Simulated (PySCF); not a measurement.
PySCF input file for hydrogen chloride (ClH), SMILES Cl, ADC(3)/aug-cc-pVDZ. The structure is a stationary point at PBE0-D3(BJ)/def2-TZVPD.

```python
import numpy as np
from pyscf import gto, scf, dft, adc

mol = gto.M(
    atom='''
    Cl    0.00000000    0.00000000   -0.07107601
    H     0.00000000    0.00000000    1.20829209
    ''',
    basis='aug-cc-pVDZ',
    charge=0,
    spin=0,
    max_memory=1600,
    verbose=4,
)
mf = scf.RHF(mol)
mf.conv_tol = 1e-10
mf.max_cycle = 100
mf.kernel()
res = {}
for kind, nroots in (('ee', 6), ('ip', 6), ('ea', 2)):
    a = adc.ADC(mf).density_fit('aug-cc-pvdz-ri')
    a.method, a.method_type = 'adc(3)', kind
    e, v, p, x = a.kernel(nroots=nroots)
    res[kind] = (e * 27.211386245988, p)
for kind, (e, p) in res.items():
    print(kind, 'energies / eV', np.round(e, 3), 'strengths', np.round(p, 4))
```

Log of the run:

```
PySCF version 2.14.0

[INPUT] verbose = 4
[INPUT] num. atoms = 2
[INPUT] num. electrons = 18
[INPUT] charge = 0
[INPUT] spin (= nelec alpha-beta = 2S) = 0
[INPUT] symmetry False subgroup None
[INPUT] Mole.unit = angstrom
[INPUT] Symbol           X                Y                Z      unit          X                Y                Z       unit  Magmom
[INPUT]  1 Cl     0.000000000000   0.000000000000  -0.071076010000 AA    0.000000000000   0.000000000000  -0.134314192927 Bohr   0.0
[INPUT]  2 H      0.000000000000   0.000000000000   1.208292090000 AA    0.000000000000   0.000000000000   2.283341128578 Bohr   0.0

nuclear repulsion = 7.03160613871801
number of shells = 13
number of NR pGTOs = 61
number of NR cGTOs = 36
basis = aug-cc-pVDZ
ecp = {}


******** <class 'pyscf.scf.hf.RHF'> ********
method = RHF
initial guess = minao
damping factor = 0
level_shift factor = 0
DIIS = <class 'pyscf.scf.diis.CDIIS'>
diis_start_cycle = 1
diis_space = 8
diis_damp = 0
SCF conv_tol = 1e-10
SCF conv_tol_grad = None
SCF max_cycles = 100
direct_scf = True
direct_scf_tol = 1e-13
Set gradient conv threshold to 1e-05
Initial guess from minao.
init E= -459.989011513197
  HOMO = -0.451799181832613  LUMO = 0.027442255800735  gap/eV = 13.04082
cycle= 1 E= -460.07647258743  delta_E= -0.0875  |g|= 0.206  |ddm|= 0.987
  HOMO = -0.46440984887997  LUMO = 0.0281940639340243  gap/eV = 13.40444
cycle= 2 E= -460.09095414563  delta_E= -0.0145  |g|= 0.0702  |ddm|= 0.23
  HOMO = -0.479433433346088  LUMO = 0.0344995893968618  gap/eV = 13.98483
cycle= 3 E= -460.092458809473  delta_E= -0.0015  |g|= 0.0145  |ddm|= 0.0561
  HOMO = -0.476634694773207  LUMO = 0.0352237962768513  gap/eV = 13.92838
cycle= 4 E= -460.092604865404  delta_E= -0.000146  |g|= 0.00379  |ddm|= 0.0164
  HOMO = -0.477506445765044  LUMO = 0.0351527055981524  gap/eV = 13.95017
cycle= 5 E= -460.092616233123  delta_E= -1.14e-05  |g|= 0.000761  |ddm|= 0.00547
  HOMO = -0.477281905697882  LUMO = 0.0351726488800015  gap/eV = 13.94460
cycle= 6 E= -460.092616662843  delta_E= -4.3e-07  |g|= 0.000172  |ddm|= 0.0013
  HOMO = -0.477339089674217  LUMO = 0.0351693248527445  gap/eV = 13.94606
cycle= 7 E= -460.092616685359  delta_E= -2.25e-08  |g|= 1.87e-05  |ddm|= 0.000408
  HOMO = -0.477336572235181  LUMO = 0.0351703824141225  gap/eV = 13.94602
cycle= 8 E= -460.092616685588  delta_E= -2.29e-10  |g|= 2.66e-06  |ddm|= 3.14e-05
  HOMO = -0.477336938246574  LUMO = 0.0351705914622742  gap/eV = 13.94604
cycle= 9 E= -460.092616685592  delta_E= -3.98e-12  |g|= 2.54e-07  |ddm|= 5.32e-06
  HOMO = -0.477336875745637  LUMO = 0.0351706015623598  gap/eV = 13.94604
Extra cycle  E= -460.092616685593  delta_E= -5.68e-13  |g|= 7.23e-08  |ddm|= 5.35e-07
converged SCF energy = -460.092616685593

******** <class 'pyscf.adc.radc.RADC'> ********
******** ADC Orbital Information ********
Number of Frozen Occupied Orbitals: 0
Number of Frozen Virtual Orbitals: 0
Number of Active Occupied Orbitals: 9
Number of Active Virtual Orbitals: 27
*****************************************
******** <class 'pyscf.df.df.DF'> ********
auxbasis = aug-cc-pvdz-ri
Reference correlation energy (doubles): -0.18202452
MP3 correlation energy of reference state (a.u.) = -0.18202452

******** <class 'pyscf.adc.radc_ee.RADCEE'> ********
max_space = 12
max_cycle = 50
conv_tol = 1e-08

*************************************************************
        ADC calculation summary (singlet states only)
*************************************************************
adc(3) root 0  |  Energy (Eh) =   0.2865373371  |  Energy (eV) =   7.79707809  |  Osc. strength = 0.02853546  |  conv = True
adc(3) root 1  |  Energy (Eh) =   0.2865373371  |  Energy (eV) =   7.79707809  |  Osc. strength = 0.02853546  |  conv = True
adc(3) root 2  |  Energy (Eh) =   0.3711239506  |  Energy (eV) =  10.09879708  |  Osc. strength = 0.09630489  |  conv = True
adc(3) root 3  |  Energy (Eh) =   0.3711239506  |  Energy (eV) =  10.09879708  |  Osc. strength = 0.09630489  |  conv = True
adc(3) root 4  |  Energy (Eh) =   0.3915501882  |  Energy (eV) =  10.65462332  |  Osc. strength = 0.00974614  |  conv = True
adc(3) root 5  |  Energy (Eh) =   0.3915501882  |  Energy (eV) =  10.65462332  |  Osc. strength = 0.00974614  |  conv = True

******** <class 'pyscf.adc.radc.RADC'> ********
******** ADC Orbital Information ********
Number of Frozen Occupied Orbitals: 0
Number of Frozen Virtual Orbitals: 0
Number of Active Occupied Orbitals: 9
Number of Active Virtual Orbitals: 27
*****************************************
******** <class 'pyscf.df.df.DF'> ********
auxbasis = aug-cc-pvdz-ri
Reference correlation energy (doubles): -0.18202452
MP3 correlation energy of reference state (a.u.) = -0.18202452

******** <class 'pyscf.adc.radc_ip.RADCIP'> ********
max_space = 12
max_cycle = 50
conv_tol = 1e-08

*************************************************************
        ADC calculation summary (doublet states only)
*************************************************************
adc(3) root 0  |  Energy (Eh) =   0.4629532491  |  Energy (eV) =  12.59759957  |  Spec. factor = 1.85610212  |  conv = True
adc(3) root 1  |  Energy (Eh) =   0.4629532491  |  Energy (eV) =  12.59759957  |  Spec. factor = 1.85610212  |  conv = True
adc(3) root 2  |  Energy (Eh) =   0.6108405643  |  Energy (eV) =  16.62181839  |  Spec. factor = 1.84709505  |  conv = True
adc(3) root 3  |  Energy (Eh) =   0.8751640376  |  Energy (eV) =  23.81442646  |  Spec. factor = 0.00000000  |  conv = True
adc(3) root 4  |  Energy (Eh) =   0.8884920667  |  Energy (eV) =  24.17710060  |  Spec. factor = 0.00079125  |  conv = True
adc(3) root 5  |  Energy (Eh) =   0.8884920899  |  Energy (eV) =  24.17710123  |  Spec. factor = 0.00079126  |  conv = True

******** <class 'pyscf.adc.radc.RADC'> ********
******** ADC Orbital Information ********
Number of Frozen Occupied Orbitals: 0
Number of Frozen Virtual Orbitals: 0
Number of Active Occupied Orbitals: 9
Number of Active Virtual Orbitals: 27
*****************************************
******** <class 'pyscf.df.df.DF'> ********
auxbasis = aug-cc-pvdz-ri
Reference correlation energy (doubles): -0.18202452
MP3 correlation energy of reference state (a.u.) = -0.18202452

******** <class 'pyscf.adc.radc_ea.RADCEA'> ********
max_space = 12
max_cycle = 50
conv_tol = 1e-08

*************************************************************
        ADC calculation summary (doublet states only)
*************************************************************
adc(3) root 0  |  Energy (Eh) =   0.0259902928  |  Energy (eV) =   0.70723189  |  Spec. factor = 1.97127906  |  conv = True
adc(3) root 1  |  Energy (Eh) =   0.1176855695  |  Energy (eV) =   3.20238746  |  Spec. factor = 1.97746254  |  conv = True
ee energies / eV [ 7.797  7.797 10.099 10.099 10.655 10.655] strengths [0.0285 0.0285 0.0963 0.0963 0.0097 0.0097]
ip energies / eV [12.598 12.598 16.622 23.814 24.177 24.177] strengths [1.8561e+00 1.8561e+00 1.8471e+00 0.0000e+00 8.0000e-04 8.0000e-04]
ea energies / eV [0.707 3.202] strengths [1.9713 1.9775]
```

Self-consistency was reached.

Cost: about 22 core-seconds (a rough figure).
